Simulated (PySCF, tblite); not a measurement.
# C₂H₄: fragmentation of the cation, EPR parameters, part 2 of 3

tblite 0.8.0 and PySCF 2.14.0. Atoms count from 0. Earlier steps stand in the parts before.

## Step 12: Relaxing the molecule with GFN2-xTB

This step treats C2H3+, `[CH+]=C`.

The job: settings as JSON, then the geometry in Å.

```
{"job": {"kind": "relax", "xc": "GFN2-xTB", "basis": "xTB"}, "charge": 1, "multiplicity": 1}
C     -0.646900    -0.043800    -0.019000
C      0.654500     0.047500    -0.023600
H     -1.165200    -0.996400    -0.162700
H      1.290900    -0.831500    -0.162100
H      1.181500     0.986100     0.163000
```

Output:

```text
step      E/eV     max force
  0    -140.35604    5.707
  1    -140.53602    7.395
  2    -140.87897    2.022
  3    -141.05894    2.111
  4    -141.29630    3.120
  5    -141.36994    0.865
  6    -141.38891    0.347
  7    -141.40002    0.255
  8    -141.40358    0.312
  9    -141.41278    0.468
 10    -141.42506    0.522
 11    -141.45691    0.690
 12    -141.46835    1.139
 13    -141.49267    0.623
 14    -141.49985    0.345
 15    -141.50415    0.261
 16    -141.50596    0.144
 17    -141.50664    0.136
 18    -141.50695    0.059
 19    -141.50706    0.035
 20    -141.50714    0.051
 21    -141.50721    0.051
 22    -141.50727    0.030
 23    -141.50729    0.010
```

It took 0.04 s on 1 thread of Arm Neoverse V2, shared host.

The steps of the relaxation:

```
step  energy from step 0 (eV)  largest force (eV/Å)
   0                   0.0000                5.7073
   1                  -0.1800                7.3949
   2                  -0.5229                2.0216
   3                  -0.7029                2.1108
   4                  -0.9403                3.1202
   5                  -1.0139                0.8655
   6                  -1.0329                0.3468
   7                  -1.0440                0.2549
   8                  -1.0475                0.3120
   9                  -1.0567                0.4679
  10                  -1.0690                0.5221
  11                  -1.1009                0.6896
  12                  -1.1123                1.1388
  13                  -1.1366                0.6227
  14                  -1.1438                0.3447
  15                  -1.1481                0.2612
  16                  -1.1499                0.1443
  17                  -1.1506                0.1364
  18                  -1.1509                0.0594
  19                  -1.1510                0.0352
  20                  -1.1511                0.0506
  21                  -1.1512                0.0511
  22                  -1.1512                0.0300
  23                  -1.1513                0.0097
```

Close pairs (by a distance rule), those that changed most:

```
 bond  before (Å)  after (Å)  change (Å)
C0–C1       1.305      1.234      -0.071
C0–H2       1.094      1.072      -0.022
C1–H4       1.092      1.101      +0.008
C1–H3       1.094      1.101      +0.007
```

The end geometry stands in the next job.

## Step 13: Harmonic vibrations with GFN2-xTB

The job: settings as JSON, then the geometry in Å.

```
{"job": {"kind": "ir", "xc": "GFN2-xTB", "basis": "xTB"}, "charge": 1, "multiplicity": 1}
C     -0.501466    -0.405832    -0.075776
C      0.675075    -0.039006    -0.021828
H     -1.523990    -0.724778    -0.120048
H      1.589705    -0.640459    -0.137433
H      1.075523     0.971930     0.150611
```

Output:

```text
mode    cm-1     km/mol
  1     443.8    184.06
  2     664.2      1.38
  3     780.7     14.07
  4     872.2    292.06
  5     937.8    291.63
  6    1915.5     65.03
  7    2764.6    350.99
  8    2876.6    326.27
  9    3154.7    126.53
ZPE 86.192  H(298)-E 97.653  G(298)-E 30.723 kJ/mol  S 224.48 J/(mol K)
```

Run time: 0.06 s. Hardware: 1 thread of Arm Neoverse V2, shared host.

The strongest bands and the atoms that carry them (share of the mass-weighted mode):

```
cm⁻¹  km/mol                               atoms
 444   184.1           H3 36 %, H4 36 %, C1 17 %
 781    14.1                    H2 69 %, C0 23 %
 872   292.1  H2 34 %, H4 27 %, H3 27 %, C1 10 %
 938   291.6                    H4 48 %, H3 47 %
1916    65.0                    C1 42 %, C0 41 %
2765   351.0                    H4 46 %, H3 45 %
2877   326.3                    H3 45 %, H4 44 %
3155   126.5                    H2 84 %, C0 13 %
```

## Step 14: Optimising the geometry at PBE0-D3(BJ)/def2-SVP

This step treats C2H3+, `[CH+]=C`.

The job: settings as JSON, then the geometry in Å.

```
{"job": {"xc": "PBE0", "basis": "def2-SVP", "d3": "d3bj", "grid": 1, "kind": "geom"}, "charge": 1, "multiplicity": 1}
C     -0.501466    -0.405832    -0.075776
C      0.675075    -0.039006    -0.021828
H     -1.523990    -0.724778    -0.120048
H      1.589705    -0.640459    -0.137433
H      1.075523     0.971930     0.150611
```

Output:

```text
step   0  E = -77.41745095  max force = 0.040810
step   1  E = -77.42183892  max force = 0.005670
step   2  E = -77.42213239  max force = 0.001153
step   3  E = -77.42213355  max force = 0.000063
optimisation converged
```

Run time: 1.3 s. Hardware: 1 thread of Arm Neoverse V2, shared host.

The steps of the relaxation:

```
step  energy from step 0 (eV)  largest force component (eV/Å)
   0                   0.0000                          2.0985
   1                  -0.1194                          0.2916
   2                  -0.1274                          0.0593
   3                  -0.1274                          0.0032
```

Close pairs (by a distance rule), those that changed most:

```
 bond  before (Å)  after (Å)  change (Å)
C0–C1       1.234      1.262      +0.028
C0–H2       1.072      1.095      +0.023
C1–H3       1.101      1.113      +0.012
C1–H4       1.101      1.113      +0.012
```

The end geometry stands in the next job.

```
                         at the end point                  value
  point group (found at 0.08 Å tolerance)                    C2v
rotational constants (GHz, main isotopes)  277.4, 32.653, 29.215
```

## Step 15: Harmonic vibrations (C₂H₃+): PBE0-D3(BJ)/def2-SVP

The job: settings as JSON, then the geometry in Å.

```
{"job": {"xc": "PBE0", "basis": "def2-SVP", "d3": "d3bj", "grid": 2, "kind": "hessian"}, "charge": 1, "multiplicity": 1}
C     -0.472970    -0.399103    -0.072045
C      0.729816    -0.021963    -0.021533
H     -1.516524    -0.726401    -0.116744
H      1.566914    -0.742350    -0.157428
H      0.995741     1.042893     0.161085
```

Output:

```text
coarse grid: 4032 points
cycle   1  E = -77.3798491732  dE =  4.039e-01  |g| = 3.013e-01  |ddm| = 2.136e+00
cycle   2  E = -77.3265112854  dE =  5.334e-02  |g| = 5.494e-01  |ddm| = 6.864e-01
cycle   3  E = -77.4088066466  dE = -8.230e-02  |g| = 3.805e-02  |ddm| = 4.166e-01
cycle   4  E = -77.4092133175  dE = -4.067e-04  |g| = 1.057e-02  |ddm| = 5.205e-02
cycle   5  E = -77.4092411990  dE = -2.788e-05  |g| = 3.170e-03  |ddm| = 1.038e-02
cycle   6  E = -77.4092446456  dE = -3.447e-06  |g| = 4.561e-04  |ddm| = 3.257e-03
final grid: 38536 points
cycle   7  E = -77.4221364247  dE = -6.458e-06  |g| = 2.251e-03  |ddm| = 9.041e-03
cycle   8  E = -77.4221370017  dE = -5.770e-07  |g| = 1.830e-03  |ddm| = 3.801e-03
cycle   9  E = -77.4221379849  dE = -9.832e-07  |g| = 1.585e-04  |ddm| = 1.694e-03
cycle  10  E = -77.4221379870  dE = -2.129e-09  |g| = 1.339e-04  |ddm| = 2.267e-04
cycle  11  E = -77.4221379920  dE = -4.955e-09  |g| = 4.352e-06  |ddm| = 1.000e-04
cycle  12  E = -77.4221379920  dE = -5.002e-12  |g| = 2.095e-07  |ddm| = 6.527e-06
converged SCF energy = -77.4221379920

mode    cm-1
  1     235.2
  2     674.3
  3     831.4
  4    1061.7
  5    1128.4
  6    1803.9
  7    3023.1
  8    3092.7
  9    3309.8
ZPE 90.679  H(298)-E 102.573  G(298)-E 34.324 kJ/mol  S 228.91 J/(mol K)
```

Wall time 6 s (1 thread of Arm Neoverse V2, shared host); peak memory 0.61 GiB.

Zero-point energy 90.68 kJ/mol (xTB gave 86.19).

## Step 16: Single point (C₂H₃+): wB97X-D3(BJ)/def2-TZVP

Geometry: PBE0-D3(BJ)/def2-SVP.

The job: settings as JSON, then the geometry in Å.

```
{"job": {"kind": "sp", "xc": "wB97X", "basis": "def2-TZVP", "d3": "d3bj", "grid": 2}, "charge": 1, "multiplicity": 1}
C     -0.472970    -0.399103    -0.072045
C      0.729816    -0.021963    -0.021533
H     -1.516524    -0.726401    -0.116744
H      1.566914    -0.742350    -0.157428
H      0.995741     1.042893     0.161085
```

Output:

```text
coarse grid: 4032 points
cycle   1  E = -77.6099042777  dE =  4.405e-01  |g| = 3.432e-01  |ddm| = 1.539e+00
cycle   2  E = -77.6326484262  dE = -2.274e-02  |g| = 2.907e-01  |ddm| = 3.704e-01
cycle   3  E = -77.6519554920  dE = -1.931e-02  |g| = 5.564e-02  |ddm| = 1.761e-01
cycle   4  E = -77.6528503623  dE = -8.949e-04  |g| = 1.938e-02  |ddm| = 5.888e-02
cycle   5  E = -77.6529823230  dE = -1.320e-04  |g| = 4.301e-03  |ddm| = 1.821e-02
cycle   6  E = -77.6530054137  dE = -2.309e-05  |g| = 1.622e-03  |ddm| = 7.806e-03
cycle   7  E = -77.6530083882  dE = -2.974e-06  |g| = 1.950e-04  |ddm| = 2.890e-03
final grid: 38536 points
cycle   8  E = -77.6471513630  dE = -1.154e-05  |g| = 1.006e-03  |ddm| = 1.782e-02
cycle   9  E = -77.6471515947  dE = -2.318e-07  |g| = 3.259e-04  |ddm| = 1.512e-03
cycle  10  E = -77.6471516220  dE = -2.724e-08  |g| = 9.898e-05  |ddm| = 3.160e-04
cycle  11  E = -77.6471516259  dE = -3.893e-09  |g| = 1.863e-05  |ddm| = 9.816e-05
converged SCF energy = -77.6471516259
```

It took 0.66 s on 1 thread of Arm Neoverse V2, shared host.

## Step 17: Optimising the geometry with GFN2-xTB

This step treats C2H2+ (doublet), labelled `[C+]=C` (the label fixes atoms and charge, not where charge and spin sit).

The job: settings as JSON, then the geometry in Å.

```
{"job": {"kind": "relax", "xc": "GFN2-xTB", "basis": "xTB"}, "charge": 1, "multiplicity": 2}
C     -0.646900    -0.043800    -0.019000
C      0.654500     0.047500    -0.023600
H      1.310800    -0.853700    -0.138300
H      1.182200     1.004500     0.131000
```

Output:

```text
step      E/eV     max force
  0    -123.42600    5.278
  1    -123.31797    9.162
  2    -123.62616    1.500
  3    -123.64059    0.377
  4    -123.64330    0.152
  5    -123.64427    0.210
  6    -123.64591    0.174
  7    -123.64702    0.118
  8    -123.64813    0.117
  9    -123.64838    0.058
 10    -123.64844    0.030
 11    -123.64847    0.027
 12    -123.64850    0.025
 13    -123.64852    0.014
 14    -123.64852    0.003
```

It took 0.02 s on 1 thread of Arm Neoverse V2, shared host.

Relaxation path: (the energy doesn't fall at every step)

```
step  energy from step 0 (eV)  largest force (eV/Å)
   0                   0.0000                5.2778
   1                   0.1080                9.1617
   2                  -0.2002                1.4996
   3                  -0.2146                0.3767
   4                  -0.2173                0.1522
   5                  -0.2183                0.2101
   6                  -0.2199                0.1736
   7                  -0.2210                0.1184
   8                  -0.2221                0.1168
   9                  -0.2224                0.0581
  10                  -0.2224                0.0305
  11                  -0.2225                0.0271
  12                  -0.2225                0.0249
  13                  -0.2225                0.0141
  14                  -0.2225                0.0033
```

Close pairs (by a distance rule), those that changed most:

```
 bond  before (Å)  after (Å)  change (Å)
C0–C1       1.305      1.229      -0.076
C1–H3       1.104      1.114      +0.011
C1–H2       1.121      1.114      -0.006
```

The next job starts from the end point, and lists it.

## Step 18: Vibrational analysis with GFN2-xTB

The job: settings as JSON, then the geometry in Å.

```
{"job": {"kind": "ir", "xc": "GFN2-xTB", "basis": "xTB"}, "charge": 1, "multiplicity": 2}
C     -0.622455    -0.042124    -0.023253
C      0.603637     0.036988    -0.012820
H      1.318859    -0.808654    -0.135712
H      1.200637     0.968262     0.121895
```

Output:

```text
mode    cm-1     km/mol
  1     402.0    110.83
  2     698.5    164.95
  3     842.9    146.11
  4    1981.2     10.98
  5    2632.4    518.57
  6    2730.5    321.81
ZPE 55.551  H(298)-E 66.748  G(298)-E -2.746 kJ/mol  S 233.09 J/(mol K)
```

Run time: 0.06 s. Hardware: 1 thread of Arm Neoverse V2, shared host.

Which atoms move in the most intense modes:

```
cm⁻¹  km/mol                      atoms
 402   110.8  H3 35 %, H2 34 %, C1 22 %
 698   164.9  H2 35 %, H3 35 %, C1 27 %
 843   146.1           H2 47 %, H3 47 %
1981    11.0           C0 52 %, C1 41 %
2632   518.6           H3 46 %, H2 45 %
2730   321.8           H2 45 %, H3 45 %
```

## Step 19: Optimising the geometry at PBE0-D3(BJ)/def2-SVP

This step treats C2H2+ (doublet), labelled `[C+]=C` (the label fixes atoms and charge, not where charge and spin sit).

The job: settings as JSON, then the geometry in Å.

```
{"job": {"xc": "PBE0", "basis": "def2-SVP", "d3": "d3bj", "grid": 1, "kind": "geom"}, "charge": 1, "multiplicity": 2}
C     -0.622455    -0.042124    -0.023253
C      0.603637     0.036988    -0.012820
H      1.318859    -0.808654    -0.135712
H      1.200637     0.968262     0.121895
```

Output:

```text
step   0  E = -76.68637347  max force = 0.070138
step   1  E = -76.69014204  max force = 0.007185
step   2  E = -76.69087100  max force = 0.000364
step   3  E = -76.69087242  max force = 0.000057
optimisation converged
```

Run time: 1.6 s. Hardware: 1 thread of Arm Neoverse V2, shared host.

Step by step:

```
step  energy from step 0 (eV)  largest force component (eV/Å)
   0                   0.0000                          3.6066
   1                  -0.1025                          0.3695
   2                  -0.1224                          0.0187
   3                  -0.1224                          0.0029
```

Close pairs (by a distance rule), those that changed most:

```
 bond  before (Å)  after (Å)  change (Å)
C0–C1       1.229      1.272      +0.043
C1–H3       1.114      1.116      +0.001
C1–H2       1.114      1.116      +0.001
```

The next job starts from the end point, and lists it.

```
                         at the end point                  value
  point group (found at 0.08 Å tolerance)                    C2v
rotational constants (GHz, main isotopes)  265.4, 41.052, 35.553
                                     ⟨S²⟩                  0.775
```

## Step 20: Harmonic vibrations (C2H2+ (doublet)): PBE0-D3(BJ)/def2-SVP

The job: settings as JSON, then the geometry in Å.

```
{"job": {"xc": "PBE0", "basis": "def2-SVP", "d3": "d3bj", "grid": 2, "kind": "hessian"}, "charge": 1, "multiplicity": 2}
C     -0.600773    -0.041931    -0.023245
C      0.668357     0.040616    -0.011851
H      1.278906    -0.883407    -0.145908
H      1.150672     1.036347     0.131418
```

Output:

```text
coarse grid: 3416 points
cycle   1  E = -76.6135205415  dE =  5.099e-01  |g| = 2.930e-01  |ddm| = 1.459e+00
cycle   2  E = -76.4749773289  dE =  1.385e-01  |g| = 5.932e-01  |ddm| = 8.355e-01
cycle   3  E = -76.6756198879  dE = -2.006e-01  |g| = 5.143e-02  |ddm| = 4.699e-01
cycle   4  E = -76.6773584552  dE = -1.739e-03  |g| = 1.959e-02  |ddm| = 6.995e-02
cycle   5  E = -76.6777251254  dE = -3.667e-04  |g| = 6.666e-03  |ddm| = 2.625e-02
cycle   6  E = -76.6778476065  dE = -1.225e-04  |g| = 3.590e-03  |ddm| = 1.557e-02
cycle   7  E = -76.6779224962  dE = -7.489e-05  |g| = 1.325e-03  |ddm| = 1.859e-02
cycle   8  E = -76.6779326844  dE = -1.019e-05  |g| = 3.046e-04  |ddm| = 8.550e-03
cycle   9  E = -76.6779329800  dE = -2.956e-07  |g| = 7.846e-05  |ddm| = 1.379e-03
final grid: 33160 points
cycle  10  E = -76.6908801276  dE = -3.967e-06  |g| = 1.836e-03  |ddm| = 4.681e-03
cycle  11  E = -76.6908789235  dE =  1.204e-06  |g| = 2.412e-03  |ddm| = 3.156e-03
cycle  12  E = -76.6908817732  dE = -2.850e-06  |g| = 5.799e-04  |ddm| = 2.117e-03
cycle  13  E = -76.6908820002  dE = -2.270e-07  |g| = 6.038e-05  |ddm| = 5.543e-04
cycle  14  E = -76.6908820152  dE = -1.507e-08  |g| = 3.305e-05  |ddm| = 2.022e-04
cycle  15  E = -76.6908820220  dE = -6.748e-09  |g| = 1.645e-05  |ddm| = 1.735e-04
cycle  16  E = -76.6908820245  dE = -2.508e-09  |g| = 7.840e-06  |ddm| = 1.423e-04
cycle  17  E = -76.6908820252  dE = -7.428e-10  |g| = 5.349e-06  |ddm| = 7.888e-05
cycle  18  E = -76.6908820258  dE = -6.015e-10  |g| = 3.109e-06  |ddm| = 9.972e-05
cycle  19  E = -76.6908820260  dE = -2.149e-10  |g| = 1.527e-06  |ddm| = 7.183e-05
cycle  20  E = -76.6908820261  dE = -3.716e-11  |g| = 6.471e-07  |ddm| = 3.359e-05
converged SCF energy = -76.6908820261

mode    cm-1
  1     299.8
  2     589.7
  3    1090.1
  4    1763.5
  5    2992.3
  6    3076.6
ZPE 58.689  H(298)-E 70.216  G(298)-E -0.186 kJ/mol  S 236.13 J/(mol K)
```

Run time: 7.6 s. Hardware: 1 thread of Arm Neoverse V2, shared host.

Zero-point energy 58.69 kJ/mol (xTB gave 55.55).

## Step 21: Single point (C2H2+ (doublet)): wB97X-D3(BJ)/def2-TZVP

Geometry: PBE0-D3(BJ)/def2-SVP.

The job: settings as JSON, then the geometry in Å.

```
{"job": {"kind": "sp", "xc": "wB97X", "basis": "def2-TZVP", "d3": "d3bj", "grid": 2}, "charge": 1, "multiplicity": 2}
C     -0.600773    -0.041931    -0.023245
C      0.668357     0.040616    -0.011851
H      1.278906    -0.883407    -0.145908
H      1.150672     1.036347     0.131418
```

Output:

```text
coarse grid: 3416 points
cycle   1  E = -76.8408695212  dE =  5.121e-01  |g| = 2.898e-01  |ddm| = 1.015e+00
cycle   2  E = -76.8804775087  dE = -3.961e-02  |g| = 2.320e-01  |ddm| = 3.778e-01
cycle   3  E = -76.9070758976  dE = -2.660e-02  |g| = 6.652e-02  |ddm| = 1.548e-01
cycle   4  E = -76.9100420711  dE = -2.966e-03  |g| = 2.211e-02  |ddm| = 5.374e-02
cycle   5  E = -76.9108366064  dE = -7.945e-04  |g| = 9.101e-03  |ddm| = 2.785e-02
cycle   6  E = -76.9111287733  dE = -2.922e-04  |g| = 4.099e-03  |ddm| = 2.163e-02
cycle   7  E = -76.9112040779  dE = -7.530e-05  |g| = 2.057e-03  |ddm| = 1.228e-02
cycle   8  E = -76.9112269985  dE = -2.292e-05  |g| = 9.034e-04  |ddm| = 6.856e-03
cycle   9  E = -76.9112316450  dE = -4.647e-06  |g| = 1.565e-04  |ddm| = 3.992e-03
final grid: 33160 points
cycle  10  E = -76.9057648311  dE = -9.028e-06  |g| = 7.778e-04  |ddm| = 7.321e-03
cycle  11  E = -76.9057651019  dE = -2.708e-07  |g| = 5.969e-04  |ddm| = 8.462e-04
cycle  12  E = -76.9057652990  dE = -1.970e-07  |g| = 1.978e-04  |ddm| = 3.867e-04
cycle  13  E = -76.9057653781  dE = -7.910e-08  |g| = 1.081e-04  |ddm| = 2.425e-04
cycle  14  E = -76.9057654291  dE = -5.102e-08  |g| = 6.366e-05  |ddm| = 2.509e-04
cycle  15  E = -76.9057654542  dE = -2.516e-08  |g| = 2.092e-05  |ddm| = 2.699e-04
cycle  16  E = -76.9057654571  dE = -2.861e-09  |g| = 1.338e-05  |ddm| = 7.736e-05
converged SCF energy = -76.9057654571
```

Wall time 1.3 s (1 thread of Arm Neoverse V2, shared host).

## Step 22: Fragmentation of the cation: wB97X-D3(BJ)/def2-TZVP

This step combines the energies above: geometries from PBE0-D3(BJ)/def2-SVP, zero-point and thermal terms from PBE0-D3(BJ)/def2-SVP.

The job: settings as JSON, then the geometry in Å.

```
{"job": {"kind": "ms", "cap": 8, "geom": {"xc": "PBE0", "basis": "def2-SVP", "d3": "d3bj", "grid": 1}, "hess": 1, "level": {"xc": "wB97X", "basis": "def2-TZVP", "d3": "d3bj"}}, "charge": 0, "multiplicity": 1}
C     -0.663145    -0.037698    -0.013767
C      0.665256     0.038829    -0.000570
H     -1.291271     0.847252     0.127173
H     -1.182607    -0.988777    -0.165921
H      1.293400    -0.846115    -0.141471
H      1.184698     0.989911     0.151626
```

Output (the driver's rows laid out field by field):

```text
fragmentation thresholds of the radical cation, wB97X-D3(BJ)/def2-TZVP // PBE0-D3(BJ)/def2-SVP

row 1
  mz                      27
  route                   bond cut
  ion                     formula C2H3, charge 1, multiplicity 1, smiles [CH+]=C, kept yes, pieces 1, point_group C2v
  lost                    formula H, charge 0, multiplicity 2, smiles [H], kept yes, pieces 1
  threshold_ev            13.3122
  electronic_ev           13.7606
  enthalpy                1292.03

row 2
  mz                      26
  route                   H2 lost
  ion                     formula C2H2, charge 1, multiplicity 2, smiles [C+]=C, kept yes, pieces 1, point_group C2v
  lost                    formula H2, charge 0, multiplicity 1, smiles [H][H], kept yes, pieces 1, point_group Dinfh
  threshold_ev            15.0276
  electronic_ev           15.536
  enthalpy                1459.66
```

It took 58 s on 1 thread of Arm Neoverse V2, shared host.

Some single points behind these values are not shown above.

Key values:

```
            quantity     value
 vertical ionisation  10.56 eV
adiabatic ionisation  10.29 eV
```

Thresholds above the neutral molecule, for the routes that were computed (an m/z can be reached lower by another route):

```
m/z      ion    lost     route     eV
 27  [CH+]=C     [H]  bond cut  13.31
 26   [C+]=C  [H][H]   H2 lost  15.03
```

[end of part 2 of 3]
